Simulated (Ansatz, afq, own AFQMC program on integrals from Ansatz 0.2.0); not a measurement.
Two steps: Ansatz 0.2.0 writes the Fock matrix and Cholesky factors of the valence space, and afq projects on them the lowest state that overlaps trial and start.

```yaml
crystal:
  periodic: [false, false, false]
  atoms:
    - {symbol: B, position_ang: [0.000000, 0.000000, 0.000000]}
    - {symbol: O, position_ang: [0.000000, 0.000000, 1.200581]}
basis:
  gaussian: {orbitals: cc-pVTZ}
total_charge: 1
magnetization: {spin_polarized: true, initial_magnetization: 2}
correlation: {method: ccsd_t, electrons: outside_noble_gas, hamiltonian_folder: ham}
```

```sh
$ ansatz run in.yaml --threads 1 --pin off --events-out ev --progress --plain --max-ram 16896MiB --backend cuda --devices 0, --max-vram 18GiB
```

afq runs on the folder ham with

```
--method phaseless --trial cisd --walkers 2800 --populations 20 --least-time 60 --time-step 0.005 --steps-per-block 50 --equilibration-blocks 28 --max-blocks 4000 --target-error 0.00017 --factor-cut 1e-05 --start spin_pure --seed 2466 --release-times 0.24,0.51,0.99,1.62,2.4 --release-step 0.03 --release-every 3 --taylor-order 6
```

Times are imaginary, in 1/Eh. The walk had a cap of 237 s. With eight or more populations the least sampling time is a fifth of least-time, and the error comes from their spread.

afq prints:

```
orbitals 58  electrons 5 3  factors 368 of 368
reference energy -99.12310077 Eh
CCSD correlation -0.22948773 Eh in 13 cycles, weight of the determinant in the CISD state 0.9351
energy of the start -99.352505 Eh
 block  time / (1/Eh)  mean weight  energy / Eh
     1     0.250  1.0000  -99.353956
     2     0.500  0.9994  -99.356684
     3     0.750  0.9994  -99.358232
     4     1.000  1.0000  -99.359381
     5     1.250  0.9996  -99.359430
     7     1.750  0.9999  -99.359812
     9     2.250  1.0000  -99.359728
    11     2.750  0.9998  -99.360074
    15     3.750  1.0001  -99.361409
    19     4.750  0.9998  -99.361132
    23     5.750  0.9996  -99.360548
    27     6.750  1.0003  -99.362415
    31     7.750  1.0002  -99.360570
    35     8.750  0.9997  -99.360524
    39     9.750  1.0010  -99.359710
    43    10.750  1.0000  -99.360222
    47    11.750  1.0003  -99.361256
    51    12.750  0.9999  -99.360263
    55    13.750  0.9994  -99.360758
    59    14.750  1.0000  -99.361089
    61    15.250  1.0000  -99.355123
    63    15.750  1.0004  -99.360611
    67    16.750  1.0000  -99.360514
    71    17.750  0.9998  -99.360670
    75    18.750  1.0000  -99.360791
    79    19.750  0.9991  -99.360846
    83    20.750  0.9997  -99.360451
    87    21.750  1.0006  -99.359931
error from the spread of 20 populations
released: time / (1/Eh)  energy / Eh  error  mean overlap
  0.24  -99.361026  0.000090  0.9984
  0.51  -99.361113  0.000094  0.9940
  0.99  -99.360678  0.000499  0.9928
  1.62  -99.361204  0.000167  0.9902
  2.40  -99.361195  0.000194  0.9853
energy -99.360541 +/- 0.000153 Eh
(rows thinned)
```

The run passed its tests (sampling time, drift between the halves within three errors, error under three times the target), which doesn't prove that it has relaxed.

Against this walk (error 4.1 meV) on the same determinant: CCSD(T) 4.6 meV higher (within the noise), CCSDT(Q) 22.5 meV lower. The error is statistical and leaves out the bias of the constraint. Released to 2.40 1/Eh the energy lies 18 ± 7 meV (both errors) below the phaseless value, which shows part or all of the bias of the constraint, and CCSDT(Q) lies 4.7 meV below the released value. CCSDT(Q) is the surest value here, so the walk's 22 meV above it is most likely the bias of the constraint with this trial, which can have either sign.

Cautions: constraint bias not in the error; another spin lies lower.

The walk took 2.3 min on 1 × NVIDIA H100 80GB HBM3 with 2 threads of AMD EPYC 7R13 Processor (Zen 3), with other jobs on the host (the card was shared). The log's last line is the phaseless energy.

CCSDT and higher add their correlation energy to the determinant of the CCSD(T) run, since their own runs factorise the integrals more tightly (a shift of under 2 meV). A walk keeps the symmetry of its determinant, which the program's search chose and which needn't be the lowest solution, so a lower state of the same spin and another symmetry isn't excluded.
